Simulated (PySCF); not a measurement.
**doublet [S2F2]+ at 6 levels**

We compute a comparison of 6 runs (U-r2SCAN/def2-SVPD, U-revPBE/def2-SVPD, UB3LYP/def2-SVPD, UBLYP/def2-SVPD, UPBE/def2-SVPD, UCCSD(T)/def2-SVPD) of doublet [S2F2]+. 

The results are computed with PySCF 2.14.0.

**1. The system as given**

The species is [S2F2]+ (4 atoms), meant as a doublet with charge +1. SMILES of the parent species: `FS(F)=S`. Geometry: relaxed at PBE0-D4/def2-TZVP. That shape belongs to the parent species and isn't relaxed for this state.

Bond lengths: F1–S2 1.606 Å, S2–F3 1.606 Å, S2–S4 1.859 Å. Angles: F1–S2–F3 92.0°, F1–S2–S4 107.9°, F3–S2–S4 107.9°.

**2. The energy at U-r2SCAN/def2-SVPD (run 1)**

Input file job.py:

```python
from pyscf import gto, dft

molecule = gto.Mole()
molecule.atom = '''
F      1.388816     0.636441     2.265876
S     -0.908750    -0.170208     0.454914
F      0.592354    -2.612433    -0.540821
S     -1.072438     2.146181    -2.179969
'''
molecule.verbose = 3
molecule.max_memory = 1860
molecule.unit = 'bohr'
molecule.basis = 'def2-svpd'
molecule.charge = 1
molecule.spin = 1
molecule.build()

calc0 = dft.UKS(molecule, xc='r2scan')
calc0.conv_tol = 1e-10
calc0.grids.level = 5
calc0.kernel()
if not calc0.converged:
    calc0 = calc0.newton().run(calc0.mo_coeff, calc0.mo_occ)

energy = calc0.e_tot
print('E(%s) = %.9f' % ('R2SCAN', energy))
```

Run with:

```console
$ OMP_NUM_THREADS=1 python job.py
```

Output:

```text
WARN: HOMO -0.286247122090117 >= LUMO -0.286247122090118

converged SCF energy = -995.116447031406  <S^2> = 0.75872928  2S+1 = 2.0087103
E(R2SCAN) = -995.116447031
```

Run time: 76 s. Hardware: 1 thread of Arm Neoverse V1, shared host; peak memory 0.58 GiB.

**3. The energy at U-revPBE/def2-SVPD (run 2)**

Input file input.py:

```python
from pyscf import gto, dft

mol = gto.Mole()
mol.atom = 'F 0.734930 0.336790 1.199050; S -0.480890 -0.090070 0.240730; F 0.313460 -1.382440 -0.286190; S -0.567510 1.135710 -1.153590'
mol.basis = 'def2-svpd'
mol.max_memory = 1860
mol.spin = 1
mol.charge = 1
mol.verbose = 3
mol.build()

ks = dft.UKS(mol, xc='revpbe')
ks.grids.level = 5
ks.conv_tol = 1e-10
ks.kernel()
if not ks.converged:
    ks = ks.newton().run(ks.mo_coeff, ks.mo_occ)

energy = ks.e_tot
print('Final energy', energy)
```

Run with:

```console
$ OMP_NUM_THREADS=1 python input.py
```

Output:

```text
converged SCF energy = -995.051700054707  <S^2> = 0.75447732  2S+1 = 2.0044723
Final energy -995.0517000547072
```

Wall time 32 s (1 thread of Arm Neoverse V1, shared host); peak memory 0.52 GiB.

Runs 3 to 5 aren't shown in full; the table further down has their settings and results.

**4. A single-point energy at UCCSD(T)/def2-SVPD (run 6)**

Input file calc.py:

```python
from pyscf import gto, scf, cc

mol = gto.M(
    atom='F 0.734930 0.336790 1.199050; S -0.480890 -0.090070 0.240730; F 0.313460 -1.382440 -0.286190; S -0.567510 1.135710 -1.153590',
    charge=1,
    spin=1,
    verbose=3,
    max_memory=1860,
    basis='def2-svpd',
)

calc0 = scf.UHF(mol)
calc0.conv_tol = 1e-10
calc0.kernel()
if not calc0.converged:
    calc0 = calc0.newton().run(calc0.mo_coeff, calc0.mo_occ)

mycc = cc.CCSD(calc0, frozen=12)
mycc.kernel()
e_t = mycc.ccsd_t()
e_tot = mycc.e_tot + e_t
print('E(%s) = %.9f' % ('CCSD(T)', e_tot))
```

Run with:

```console
$ OMP_NUM_THREADS=1 python calc.py
```

Output:

```text
converged SCF energy = -993.105388650994  <S^2> = 0.77102268  2S+1 = 2.0209133
E(UCCSD) = -993.7786333793837  E_corr = -0.6732447283895111
UCCSD(T) correction = -0.0235976429175845
E(CCSD(T)) = -993.802231022
```

It took 6 min on 1 thread of Arm Neoverse V1, shared host; peak memory 2.6 GiB.

**5. Overview of the runs**

```csv
run,level,integration grid,frozen core orbitals,energy (Eh),HOMO energy (eV),LUMO energy (eV),⟨S²⟩,wall time
1,U-r2SCAN/def2-SVPD,5,–,-995.116447,-15.29,-13.79,0.759,76 s
2,U-revPBE/def2-SVPD,5,–,-995.051700,-14.88,-13.92,0.754,32 s
3,UB3LYP/def2-SVPD,5,–,-995.274232,-16.01,-13.32,0.756,33 s
4,UBLYP/def2-SVPD,5,–,-995.252541,-14.76,-13.93,0.754,33 s
5,UPBE/def2-SVPD,5,–,-994.742531,-14.93,-14.02,0.754,34 s
6,UCCSD(T)/def2-SVPD,–,12,-993.802231,-19.11,-8.46,0.771,6 min
```

**6. Summary of results**

```
                                                         quantity          value
                                              run 6: total energy  -993.80223 Eh
run 6: HOMO energy (Hartree–Fock orbitals) (highest over α and β)      -19.11 eV
 run 6: LUMO energy (Hartree–Fock orbitals) (lowest over α and β)       -8.46 eV
              run 6: correlation energy (12 core orbitals frozen)     -696.8 mEh
                                            run 6: (T) correction     -23.60 mEh
                         run 6: ⟨S²⟩ of the reference determinant          0.771
                                             run 6: T1 diagnostic          0.023
```

What this shows: Totals of different functionals can't be ranked against each other. All runs together took 9.5 min, the longest 6 min.
